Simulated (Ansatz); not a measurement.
Reaction (SMILES): F (HF) → [F-] + H+
B3LYP-D3(BJ)/def2-TZVP geometries, fixed; electronic energies without zero-point terms.

The deprotonation energy at CCSD(T) with Ansatz (a first-principles code), in kcal/mol, split into its Hartree-Fock and correlation parts. Cores are frozen. No added dispersion term, no relativity. Functions are those of the species that has most.

| basis | X | functions | Hartree-Fock | CCSD(T) |
|---|---|---|---|---|
| aug-cc-pVDZ | 2 | 32 | 379.53 | 373.37 |
| aug-cc-pVTZ | 3 | 69 | 382.70 | 376.52 |
| aug-cc-pVQZ | 4 | 126 | 383.20 | 376.67 |
| aug-cc-pV5Z | 5 | 207 | 383.34 | 376.51 |

Worked estimate of the basis-set limit from each neighbouring pair, with Hartree-Fock from the larger set and the correlation part extrapolated as X^-3.
Correlation parts: X = 2: -6.16, X = 3: -6.18, X = 4: -6.53, X = 5: -6.83.
- (2,3): (27·(-6.18) - 8·(-6.16))/19 = -6.19; with Hartree-Fock 382.70 the estimate is 376.51 kcal/mol.
- (3,4): (64·(-6.53) - 27·(-6.18))/37 = -6.79; with Hartree-Fock 383.20 the estimate is 376.41 kcal/mol.
- (4,5): (125·(-6.83) - 64·(-6.53))/61 = -7.14; with Hartree-Fock 383.34 the estimate is 376.20 kcal/mol.
The last two estimates differ by 0.22 kcal/mol; the largest set lies 0.31 from the last. Over the last step Hartree-Fock moves by 0.14 and the correlation part by -0.30.
